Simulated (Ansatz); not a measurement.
`COC(F)(F)Cl`. The species carries charge 0 and has multiplicity 1. Geometry: relaxed with PBE0-D4/def2-TZVP. It is one conformer, not always the lowest.

```xyz
9

C     0.795    0.611   -0.732
O    -0.397   -0.174   -0.638
C    -0.735   -0.554    0.597
F    -0.933    0.496    1.415
F     0.226   -1.294    1.182
Cl   -2.215   -1.501    0.510
H     0.689    1.542   -0.175
H     0.915    0.824   -1.791
H     1.656    0.049   -0.368
```

Problem. What is the dipole moment at ωB97M-V/def2-TZVPP? (Estimate.)

Solution. Computed: 2.20 D, with components (1.55, 1.14, -1.05) D in this frame, pointing from negative to positive charge.

Problem. And with PBE, r2SCAN, B3LYP? (Estimate.)

Solution. Computed: PBE 2.17 D, r2SCAN 2.27 D, B3LYP 2.20 D.

Problem. Give the Mulliken charges with ωB97M-V, B3LYP, r2SCAN in def2-TZVPP. (Estimate.)

Solution. Ansatz gave: 
```tsv
atom	ωB97M-V	B3LYP	r2SCAN
C1	-0.21	-0.16	-0.04
O2	-0.25	-0.26	-0.26
C3	0.40	0.46	0.46
F4	-0.16	-0.18	-0.17
F5	-0.16	-0.18	-0.17
Cl6	-0.04	-0.07	-0.09
H7	0.14	0.13	0.09
H8	0.14	0.13	0.08
H9	0.14	0.13	0.09
```

B3LYP here is the variant with VWN-RPA as its local correlation; programs differ in this.
